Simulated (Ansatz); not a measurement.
Relaxation of C3H4N2O (10 atoms, charge 0, multiplicity 1), to a largest force component of 0.02 eV/Å in at most 50 steps.

Level of theory: RKS B3LYP-D4/6-31G* in Ansatz 0.2.0.

```xyz
10
Properties=species:S:1:pos:R:3
N 0.996 -0.327 2.488
C 0.440 -0.593 1.463
C -0.148 -0.951 0.338
C -0.257 -0.028 -0.766
N -0.877 -0.365 -1.892
O 0.094 1.226 -0.549
H 1.240 0.713 2.476
H -0.225 0.129 0.988
H -0.930 0.446 -2.477
H -0.066 1.784 -1.288
```

Where does it end, and by what steps?

The forces met the threshold. After 25 steps the energy has fallen by 4.878 eV; H8 moved furthest, 1.62 Å. Parted: C2–H8.

| step | energy less start (eV) | largest force component (eV/Å) | accepted |
| --- | --- | --- | --- |
| 0 | 0.0000 | 5.462 | yes |
| 1 | -1.2201 | 2.948 | yes |
| 2 | -1.8232 | 1.952 | yes |
| 3 | -2.3033 | 1.969 | yes |
| 4 | -2.8900 | 2.057 | yes |
| 5 | -3.4457 | 1.998 | yes |
| 6 | -3.9548 | 1.020 | yes |
| 7 | -4.2955 | 0.722 | yes |
| 8 | -4.4973 | 0.789 | yes |
| 9 | -4.4694 | 1.453 | no |
| 10 | -4.5584 | 0.647 | yes |
| 11 | -4.5844 | 0.686 | yes |
| 12 | -4.6539 | 0.564 | yes |
| 13 | -4.7290 | 0.588 | yes |
| 14 | -4.7916 | 0.477 | yes |
| 15 | -4.8477 | 0.398 | yes |
| 16 | -4.8093 | 0.615 | no |
| 17 | -4.8607 | 0.349 | yes |
| 18 | -4.8706 | 0.295 | yes |
| 19 | -4.8525 | 0.445 | no |
| 20 | -4.8769 | 0.095 | yes |
| 21 | -4.8773 | 0.081 | yes |
| 22 | -4.8777 | 0.032 | yes |
| 23 | -4.8778 | 0.037 | yes |
| 24 | -4.8779 | 0.029 | yes |
| 25 | -4.8780 | 0.018 | yes |

```xyz
10
Properties=species:S:1:pos:R:3
N 1.486 -0.073 2.290
C 0.582 -0.208 1.479
C -0.332 -0.470 0.559
C -0.388 0.219 -0.728
N -1.289 -0.073 -1.584
O 0.608 1.156 -0.847
H 1.363 0.639 3.014
H -1.093 -1.215 0.757
H -1.210 0.487 -2.437
H 0.539 1.574 -1.721
```

The run took 65 s on 2 threads of Arm Neoverse V1 (shared host), peak memory 0.2 GiB.
